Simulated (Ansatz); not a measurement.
# BNH2+ (doublet): wave-function methods side by side, def2-TZVPP

One table from this session's results is given with a row withheld; the runs are named, their logs left out.

The runs use Ansatz 0.2.0, Gaussian basis; def2-TZVPP, core rule «outside noble gas», up to 2 orbitals frozen.

The runs, in order: UHF; ROHF; CCSD(T) on UHF.

2 further runs of the same task are left out: 2 set aside as unsound or not needed.

### The geometry

The geometry is a PBE0/def2-TZVP stationary point (not a proven minimum) of the parent state, kept for this charge and spin.

4 atoms, charge 1, spin multiplicity 2.

Atoms are counted from 1 here; the program's logs count them from 0.

Bond lengths: B1–N2 1.367 Å, N2–H3 1.012 Å, N2–H4 1.012 Å. Angles: B1–N2–H3 123.8°, B1–N2–H4 123.8°, H3–N2–H4 112.4°.

The first run:

Contents of in.yaml:

```yaml
crystal:
  periodic: [false, false, false]
  atoms:
    - {symbol: B, position_ang: [0.000000, 0.000000, 0.858848]}
    - {symbol: N, position_ang: [0.000000, 0.000000, -0.508608]}
    - {symbol: H, position_ang: [0.000000, -0.840950, -1.072031]}
    - {symbol: H, position_ang: [0.000000, 0.840950, -1.072031]}
basis:
  gaussian: {orbitals: def2-TZVPP}
total_charge: 1
magnetization: {spin_polarized: true, initial_magnetization: 1}
hamiltonian: {xc: hf}
output: {orbitals: {seedname: orbitals}}
```

Command:

```bash
> ansatz run in.yaml --threads 1 --pin off --events-out ev --progress --plain --max-ram 2816MiB --backend cpu
```

Among the steps run: UHF; ROHF; CCSD(T) on UHF.

One of the session's tables, all rows but one given; the rest of the session is left out.

```
  method  from UCCSD(T) (meV)
    ROHF              +7557.5
     UHF              +7509.8
    UMP2                    ?
   UCCSD               +292.7
UCCSD(T)                    0
```

Estimate the missing values for UMP2.

**Answer.** from UCCSD(T) (meV): +677.8. In the column «from UCCSD(T) (meV)» it lies between UCCSD (+292.7) and UHF (+7509.8).
